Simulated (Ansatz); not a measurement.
Input file:

```yaml
crystal:
  periodic: [false, false, false]
  atoms:
    - {symbol: Ge, position_ang: [0.000000, 0.000000, 0.000000]}
    - {symbol: Be, position_ang: [0.000000, 0.000000, 2.167800]}
basis:
  gaussian: {orbitals: def2-SVP, point_charges: [{charge: -1.00, position_ang: [4.078, -0.813, 0.498]}]}
magnetization: {spin_polarized: false, initial_magnetization: 4}
correlation: {active_space: {window: {electrons: 6, orbitals: 7}}}
output: {forces: true}
```

```sh
$ ansatz run in.yaml --threads 1 --pin off --events-out ev --progress --plain --max-ram 2393MiB
```

Log:

```
444 factors; integrals over basis functions are off by at most 2.8e-4 eV
mean field evaluation 1: about -56860.9859 eV, gradient 6.5e0 eV
mean field evaluation 2: about -56861.0517 eV, gradient 6.7e0 eV
mean field evaluation 4: about -56861.9132 eV, gradient 1.3e0 eV
mean field evaluation 8: about -56861.9192 eV, gradient 1.9e-1 eV
mean field -56861.92008465 eV, -2089.6370207173 hartree, gradient 1.6e-6 eV, S^2 6.000000; 0 other end points of the search recorded, 0 dependent functions left out
reference -56861.92008465 eV, -2089.6370207173 hartree; 20, 16 occupied and 21, 25 virtual orbitals, 444 factors
state -56862.55003599 eV, -2089.6601710017 hartree
the calculation of the forces begins
Total energy: -56862.55003599 eV, -2089.6601710017 hartree
Atom 0 at     0.000000     0.000000     0.000000 Å, force     0.024848    -0.004954     0.001652 eV/Å
Atom 1 at     0.000000     0.000000     2.167800 Å, force     0.084087    -0.016764    -0.033048 eV/Å
Dipole moment:     0.298620    -0.059534    -0.144730 e Å
```

Natural occupations: 1.9684 1.0045 1.0000 0.9977 0.9913 0.0210 0.0173.

Forces (eV/Å):
```
Ge   0.025 -0.005  0.002
Be   0.084 -0.017 -0.033
```

Ran on 1 thread of INTEL XEON PLATINUM 8581C, shared host: 1.5 s wall, 0.12 GiB peak host memory.
